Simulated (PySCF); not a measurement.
# N2H3 (hydrazinyl radical): levels of theory compared

We compute a comparison of 6 runs (U-wB97X-V/STO-3G, USVWN5/STO-3G, UMP2/STO-3G, UCCSDT/STO-3G, UCISD/STO-3G, UCCSD(T)/STO-3G) of N2H3 (hydrazinyl radical). 

The calculation is run with PySCF 2.14.0.

8 further runs of the same task are left out: 8 set aside as unsound or not needed.

### 1 The structure to begin with

N2H3: 5 atoms, total charge 0, spin state doublet. As SMILES, `[NH]N`. The N1–H3 distance was set to 1.530 Å, away from the relaxed value. At this shape a bond of the SMILES string is far longer than usual.

Bond lengths: N1–N2 1.335 Å, N2–H4 1.011 Å, N2–H5 1.017 Å. Angles: N1–N2–H4 112.8°, N1–N2–H5 121.7°, H4–N2–H5 116.1°. A long bond or contact: N1–H3 1.530 Å.

### 2 The energy at U-wB97X-V/STO-3G (run 1)

The input, job.py:

```python
from pyscf import gto, dft

mol = gto.Mole()
mol.atom = '''
N     -0.638321    -0.713647     0.255349
N     -0.589621     0.343803    -0.557791
H      0.751750    -0.989150     0.831090
H     -1.506421     0.669633    -0.830611
H      0.129199     1.056683    -0.465681
'''
mol.basis = 'sto-3g'
mol.charge = 0
mol.spin = 1
mol.max_memory = 1860
mol.verbose = 4
mol.build()

mf = dft.UKS(mol)
mf.xc = 'wb97x-v'
mf.conv_tol = 1e-10
mf.grids.level = 5
mf.nlcgrids.level = 1
mf.kernel()
if not mf.converged:
    mf = mf.newton().run(mf.mo_coeff, mf.mo_occ)

etot = mf.e_tot
print('E(%s) = %.9f' % ('WB97X-V', etot))
```

The run is started by

```bash
OMP_NUM_THREADS=1 python job.py
```

Output:

```text
PySCF version 2.14.0

[INPUT] num. atoms = 5
[INPUT] num. electrons = 17
[INPUT] charge = 0
[INPUT] spin (= nelec alpha-beta = 2S) = 1
[INPUT] symmetry False subgroup None
[INPUT] Mole.unit = angstrom
[INPUT] Symbol           X                Y                Z      unit          X                Y                Z       unit  Magmom
[INPUT]  1 N     -0.638321000000  -0.713647000000   0.255349000000 AA   -1.206251869558  -1.348597379617   0.482539676182 Bohr   0.0
[INPUT]  2 N     -0.589621000000   0.343803000000  -0.557791000000 AA   -1.114222207292   0.649693510804  -1.054072224747 Bohr   0.0
[INPUT]  3 H      0.751750000000  -0.989150000000   0.831090000000 AA    1.420601614142  -1.869222596114   1.570532484865 Bohr   0.0
[INPUT]  4 H     -1.506421000000   0.669633000000  -0.830611000000 AA   -2.846723118293   1.265422973971  -1.569627306051 Bohr   0.0
[INPUT]  5 H      0.129199000000   1.056683000000  -0.465681000000 AA    0.244150725568   1.996841470484  -0.880009551414 Bohr   0.0

[... 52 lines left out ...]
WARN: HOMO -0.0489383543406522 >= LUMO -0.0489383543406491
[... 58 lines left out ...]
converged SCF energy = -109.647457366205  <S^2> = 0.77267371  2S+1 = 2.0225466
E(WB97X-V) = -109.647457366
```

It took 18 s on 1 thread of Arm Neoverse V2, shared host; peak memory 0.18 GiB.

### 3 A single-point energy at USVWN5/STO-3G (run 2)

The input, input.py:

```python
from pyscf import gto, dft

system = gto.M(
    atom=[
    ('N', (-0.638321, -0.713647, 0.255349)),
    ('N', (-0.589621, 0.343803, -0.557791)),
    ('H', (0.751750, -0.989150, 0.831090)),
    ('H', (-1.506421, 0.669633, -0.830611)),
    ('H', (0.129199, 1.056683, -0.465681)),
],
    max_memory=1860,
    basis='sto-3g',
    spin=1,
    charge=0,
    verbose=3,
)

ks = dft.UKS(system, xc='svwn')
ks.conv_tol = 1e-10
ks.grids.level = 5
ks.kernel()
if not ks.converged:
    ks = ks.newton().run(ks.mo_coeff, ks.mo_occ)

etot = ks.e_tot
print('Final energy', etot)
```

The run is started by

```bash
OMP_NUM_THREADS=1 python input.py
```

Output:

```text
converged SCF energy = -108.745515913248  <S^2> = 0.75732295  2S+1 = 2.0073096
Final energy -108.74551591324837
```

It took 1.9 s on 1 thread of Arm Neoverse V2, shared host; peak memory 0.14 GiB.

Runs 3 to 5 aren't shown in full; the table further down has their settings and results.

### 4 The energy at UCCSD(T)/STO-3G (run 6)

The input, calc.py:

```python
from pyscf import gto, scf, cc

mol = gto.Mole()
mol.atom = '''
N     -1.206252    -1.348597     0.482540
N     -1.114222     0.649694    -1.054072
H      1.420602    -1.869223     1.570532
H     -2.846723     1.265423    -1.569627
H      0.244151     1.996841    -0.880010
'''
mol.max_memory = 1860
mol.verbose = 3
mol.spin = 1
mol.basis = 'sto-3g'
mol.unit = 'bohr'
mol.build()

hf = scf.UHF(mol)
hf.conv_tol = 1e-10
hf.kernel()
if not hf.converged:
    hf = hf.newton().run(hf.mo_coeff, hf.mo_occ)

mycc = cc.CCSD(hf, frozen=2)
mycc.kernel()
e_t = mycc.ccsd_t()
energy = mycc.e_tot + e_t
print('Final energy', energy)
```

The run is started by

```bash
OMP_NUM_THREADS=1 python calc.py
```

Output:

```text
converged SCF energy = -109.038473019718  <S^2> = 0.7904445  2S+1 = 2.0400436
E(UCCSD) = -109.1888321823899  E_corr = -0.1503591626723413
UCCSD(T) correction = -0.00146983891965294
Final energy -109.1903020213095
```

Run time: 0.64 s. Hardware: 1 thread of Arm Neoverse V2, shared host; peak memory 0.1 GiB.

### 5 Overview of the runs

```csv
run,level,nlc grid,integration grid,energy (Eh),dipole moment (D) of the reference,HOMO energy (eV),LUMO energy (eV),wall time
1,U-wB97X-V/STO-3G,1,5,-109.647457,2.40,-4.98,5.72,18 s
2,USVWN5/STO-3G,–,5,-108.745516,2.54,-0.06,1.69,1.9 s
3,UMP2/STO-3G,–,–,-109.137461,2.10,-7.53,7.88,0.6 s
4,UCCSDT/STO-3G,–,–,-109.190699,2.10,-7.53,7.88,1.2 s
5,UCISD/STO-3G,–,–,-109.177184,2.10,-7.53,7.88,0.7 s
6,UCCSD(T)/STO-3G,–,–,-109.190302,2.10,-7.53,7.88,0.64 s
```

### 6 What came out

```
                                                         quantity          value
                                              run 6: total energy  -109.19030 Eh
                      run 6: dipole moment (Hartree–Fock density)         2.10 D
run 6: HOMO energy (Hartree–Fock orbitals) (highest over α and β)       -7.53 eV
 run 6: LUMO energy (Hartree–Fock orbitals) (lowest over α and β)        7.88 eV
               run 6: correlation energy (2 core orbitals frozen)     -151.8 mEh
                                            run 6: (T) correction      -1.47 mEh
                         run 6: ⟨S²⟩ of the reference determinant          0.790
                                             run 6: T1 diagnostic          0.039
```

Totals of different functionals can't be ranked against each other. In runs 1, 2, 3, 4, 5, 6 the basis is minimal, so the values are rough. All runs together took 23 s, the longest 18 s.
